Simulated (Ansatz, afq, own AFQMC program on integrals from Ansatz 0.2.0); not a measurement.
**Atomization energy of Ge2H3, doublet**

```yaml
atoms:
  - { symbol: Ge, position_ang: [-0.0020, 0.0000, 1.2075] }
  - { symbol: Ge, position_ang: [-0.0014, 0.0000, -1.2815] }
  - { symbol: H, position_ang: [1.5002, 0.0000, 1.5882] }
  - { symbol: H, position_ang: [-0.6286, 1.2435, 1.8741] }
  - { symbol: H, position_ang: [-0.6287, -1.2435, 1.8741] }
```

Connectivity, by distances: GeH3–Ge.

Atoms in their ground-state spins without spin–orbit coupling (mostly on UHF) minus the molecule (UHF), without zero-point energy. The geometry is a stationary point, not shown to be a minimum.

Basis cc-pVDZ. Only valence electrons are correlated. AFQMC by an in-house program on the Cholesky factors that Ansatz 0.2.0 writes for its CCSD(T) run. ph-AFQMC/CISD is guided by a CISD state made of CCSD amplitudes; releasing the constraint for a short imaginary time cuts its bias at the price of noise, slowly where states lie close. Error bars are statistical, one sigma. No spin–orbit coupling. The errors of all members are added in quadrature.

No full CI on the walks' own integrals is used here. The released AFQMC energy serves as the reference, which it does only where one determinant dominates, the energy is flat over the last release times and near the phaseless one (40 meV or 2 meV an electron, half that with transition metals). On small molecules, where full CI could be run and the noise was under 10 meV, such values lay within 10 meV of it in 19 cases of 20, a flattering rate, since the rule was set on those same cases; what remains of the bias isn't in the error bar. Each member takes its own surest rung, up to full CI.

The best estimate is CCSD(T) at the basis-set limit (CBS: def2-TZVPP and def2-QZVPP, with their diffuse functions for anions and beside diffuse sets, CCSD(T) itself extrapolated) plus the step from CCSD(T) to AFQMC with the constraint released in cc-pVDZ. Rows without CBS are in cc-pVDZ, the functionals in def2-TZVP; B2PLYP and the wave-function rows carry a basis error of their own. Core correlation and relativity beyond core potentials are missing, and ± holds the sampling alone.

Cautions: inner d shell frozen; no relativity below Rb; no spin-orbit coupling; Ge₂H₃ (doublet): the released value is read at 1.50 1/Eh (meV from the phaseless value at times in 1/Eh: 3 ± 10 at 0.24, -4 ± 9 at 0.50, -1 ± 9 at 1.00, -5 ± 8 at 1.50).

| level | atomization energy (kJ/mol) |
| --- | --- |
| PBE0 | 1068.9 |
| r2SCAN | 1096.9 |
| wB97M-V | 1079.7 |

(1) From these cheaper values, estimate the atomization energy at the level of the best estimate.

(1) 1081.7 ± 0.8 kJ/mol (best estimate, highest rung released AFQMC).

```json
{"level": "HF", "atomization energy (kJ/mol)": "762.8", "error against the best estimate (kJ/mol)": "-318.9 ± 0.8"}
{"level": "MP2", "atomization energy (kJ/mol)": "956.1", "error against the best estimate (kJ/mol)": "-125.6 ± 0.8"}
{"level": "CCSD", "atomization energy (kJ/mol)": "980.3", "error against the best estimate (kJ/mol)": "-101.4 ± 0.8"}
{"level": "CCSD(T)", "atomization energy (kJ/mol)": "989.4", "error against the best estimate (kJ/mol)": "-92.3 ± 0.8"}
{"level": "ph-AFQMC/CISD", "atomization energy (kJ/mol)": "990.9 ± 0.9", "error against the best estimate (kJ/mol)": "-90.8 ± 1.2"}
{"level": "released AFQMC", "atomization energy (kJ/mol)": "990.9 ± 0.8", "error against the best estimate (kJ/mol)": "-90.8"}
{"level": "HF/CBS", "atomization energy (kJ/mol)": "775.6", "error against the best estimate (kJ/mol)": "-306.0 ± 0.8"}
{"level": "MP2/CBS", "atomization energy (kJ/mol)": "1041.6", "error against the best estimate (kJ/mol)": "-40.0 ± 0.8"}
{"level": "CCSD(T)/CBS", "atomization energy (kJ/mol)": "1080.2", "error against the best estimate (kJ/mol)": "-1.4 ± 0.8"}
{"level": "PBE", "atomization energy (kJ/mol)": "1074.2", "error against the best estimate (kJ/mol)": "-7.5 ± 0.8"}
{"level": "B3LYP", "atomization energy (kJ/mol)": "1077.6", "error against the best estimate (kJ/mol)": "-4.1 ± 0.8"}
{"level": "B2PLYP", "atomization energy (kJ/mol)": "1056.6", "error against the best estimate (kJ/mol)": "-25.0 ± 0.8"}
```

Correlation beyond CCSD(T) changes it by less than twice the noise. Going to the basis-set limit adds 90.8 kJ/mol at CCSD(T). The perturbative (T) step is worth +9.1 kJ/mol.

Best estimates are given only where the step beyond CCSD(T) is under 0.3 eV and no member's determinant is very poor (T1 over 0.05, or 0.07 for open shells, ⟨S²⟩ too high by 0.3, two states mixed), so the hardest cases are missing from such tables.

The functionals ran in a triple-zeta set and keep a basis error of their own, a few kJ/mol for each bond in atomization energies and more for double hybrids, so close places among them and the extrapolated levels can swap.

Each member of a difference takes its own highest rung, so a best estimate needn't equal the limit plus the step of one row. A walk keeps the symmetry of its determinant, which the program's search chose and which needn't be the lowest solution, so a lower state of the same spin and another symmetry isn't excluded. Released energies are given only where the last usable release times agree within the noise; a slower fall can still hide under it.
